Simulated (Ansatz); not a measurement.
A run on `CC(F)CO` with other settings.

```yaml
crystal:
  periodic: [false, false, false]
  atoms:
    - {symbol: C, position_ang: [-1.447652, 0.386724, -0.222562]}
    - {symbol: C, position_ang: [0.040316, 0.296481, -0.426270]}
    - {symbol: F, position_ang: [0.615047, 1.539402, -0.129293]}
    - {symbol: C, position_ang: [0.715434, -0.722374, 0.459777]}
    - {symbol: O, position_ang: [2.101577, -0.779235, 0.244266]}
    - {symbol: H, position_ang: [-1.869292, 1.181061, -0.839743]}
    - {symbol: H, position_ang: [-1.682458, 0.597411, 0.823150]}
    - {symbol: H, position_ang: [-1.924680, -0.555010, -0.503525]}
    - {symbol: H, position_ang: [0.290179, 0.092655, -1.473082]}
    - {symbol: H, position_ang: [0.315528, -1.714983, 0.237470]}
    - {symbol: H, position_ang: [0.478574, -0.490121, 1.508712]}
    - {symbol: H, position_ang: [2.444529, 0.112790, 0.354999]}
basis:
  gaussian: {orbitals: pcseg-2}
total_charge: 1
magnetization: {spin_polarized: true, initial_magnetization: 1}
hamiltonian: {xc: {name: HSE06}}
correlation: {method: rpa}
```

```sh
$ ansatz run in.yaml --threads 4 --pin off --events-out ev --progress --plain --max-ram 10444MiB
```

Shortened log:

```
Functional definition: HSE06
1453 factors; integrals over basis functions are off by at most 1.0e-3 eV
99 factors; integrals over basis functions are off by at most 3.5e-7 eV
mean field evaluation 1: about -7960.8409 eV, gradient 5.4e1 eV
mean field evaluation 2: about -7960.9146 eV, gradient 5.4e1 eV
mean field evaluation 4: about -7970.1992 eV, gradient 2.6e1 eV
mean field evaluation 8: about -7972.8249 eV, gradient 9.5e-1 eV
mean field evaluation 16: about -7972.8327 eV, gradient 8.3e-3 eV
mean field -7972.83268272 eV, -292.9961969099 hartree, gradient 9.9e-6 eV, S^2 0.754651; 4 other end points of the search recorded, 0 dependent functions left out
5 core orbitals not correlated: weight in the atoms' cores, before any rotation towards them, 1.000 or more for the frozen orbitals, at most 0.000 for the correlated occupied ones
reference -7936.76378662 eV, -291.6706894264 hartree; 16, 15 occupied and 227, 228 virtual orbitals, 1453 factors
Total energy: -7976.77410712 eV, -293.1410415850 hartree
```

Run time 16 s (4 threads of an Arm Neoverse V2 on a shared host); peak host memory 1.1 GiB.
